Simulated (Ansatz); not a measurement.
Methyl acrylate, C$_{4}$H$_{6}$O$_{2}$, relaxed with RKS PBE-D4/def2-SVP in the Gaussian-basis code of Ansatz from a rough embedded geometry. The force threshold is 0.03 eV/Å; the program also tests the step.

Charge 0, multiplicity 1.

Start:

```xyz
12

C     1.626   -0.572    1.323
C     0.734    0.391    1.370
C    -0.305    0.569    0.332
O    -1.068    1.522    0.401
O    -0.200   -0.334   -0.673
C    -1.202   -0.157   -1.674
H     2.379   -0.715    2.152
H     1.680   -1.313    0.556
H     0.702    1.103    2.150
H    -1.091    0.743   -2.188
H    -2.193   -0.273   -1.314
H    -1.063   -0.963   -2.436
```

Problem. By how much does the energy fall, and how many steps does the optimiser take? (Best estimate.)

Solution. Computed: 32.67 kJ/mol, in 7 steps.

Problem. Which bonds change most? (Best estimate.)

Solution. Computed: C6–H10 from 1.043 to 1.110 Å; C6–H11 from 1.060 to 1.109 Å; C2–H9 from 1.056 to 1.101 Å; C1–H8 from 1.068 to 1.101 Å.

Problem. Give the relaxed structure. (Best estimate.)

Solution. Computed: 
```xyz
12

C     1.666   -0.600    1.353
C     0.740    0.376    1.375
C    -0.298    0.586    0.331
O    -1.126    1.481    0.364
O    -0.229   -0.331   -0.670
C    -1.204   -0.175   -1.705
H     2.409   -0.700    2.160
H     1.703   -1.326    0.526
H     0.688    1.111    2.193
H    -1.065    0.789   -2.238
H    -2.232   -0.191   -1.289
H    -1.054   -1.020   -2.400
```
